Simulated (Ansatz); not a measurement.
**Stretch profile**

SiO2 (SMILES O=[Si]=O), singlet, at its PBE0-D4/def2-TZVP minimum:

```
3
angstrom
O 0.6977 1.2296 0.5188
Si -0.0000 0.0000 -0.0000
O -0.6977 -1.2296 -0.5188
```

The bond length Si2–O3 (1.506 Å at the minimum) is set to the values below, the two halves moving rigidly along the bond. Each method's energies count from its own value at the PBE0-D4 minimum structure. 2 of 9 computed points, where the reference changed state or T1 grew large, are left out. Computed with Ansatz 0.2.0 (basis: def2-TZVPP); correlated methods freeze the cores.

CCSD(T) energies along the scan:
```json
{"bond length (Å)": "1.235", "CCSD(T) (kcal/mol)": "93.36"}
{"bond length (Å)": "1.298", "CCSD(T) (kcal/mol)": "48.94"}
{"bond length (Å)": "1.391", "CCSD(T) (kcal/mol)": "13.26"}
{"bond length (Å)": "1.500", "CCSD(T) (kcal/mol)": "0.12"}
{"bond length (Å)": "1.620", "CCSD(T) (kcal/mol)": "5.53"}
{"bond length (Å)": "1.750", "CCSD(T) (kcal/mol)": "22.72"}
{"bond length (Å)": "1.888", "CCSD(T) (kcal/mol)": "45.48"}
```
They count from the CCSD(T) energy at the PBE0-D4 minimum.

Minimum and curvature along this coordinate at CCSD(T): A fifth-order fit through the nearest points gives 1.517 Å, with a curvature of about 56 eV/Å².

Problem. Treat the two halves as rigid bodies and work out the harmonic wavenumber of this stretch from that curvature (ν̃ = 521.5 √(k/μ) cm⁻¹ with k in eV/Å² and μ in u).

Solution. The halves weigh 44.09 and 16.00 u, so μ = 44.09 × 16.00/60.09 = 11.740 u and ν̃ = 521.5 √(56/11.740) ≈ 1100 cm⁻¹. A true normal mode mixes in other motions, so this is a guide only.

Largest difference from the CCSD(T) curve over the scan: r2SCAN-D4 2.24; PBE0-D4 4.80; MP2 6.33 kcal/mol. Each curve counts from its own value at the minimum.

T1 diagnostic: at most 0.043. The T1 diagnostic is large here, which may signal multireference character or strong orbital relaxation, so CCSD(T) is less sure. The restricted Hartree–Fock reference is unstable towards an unrestricted one here.

For scale, one of the runs: CCSD(T)/def2-TZVPP, 104 basis functions (an equivalent command: `ansatz run in.yaml --threads 2`). The run took about 4.9 s on 2 CPU threads (shared host).
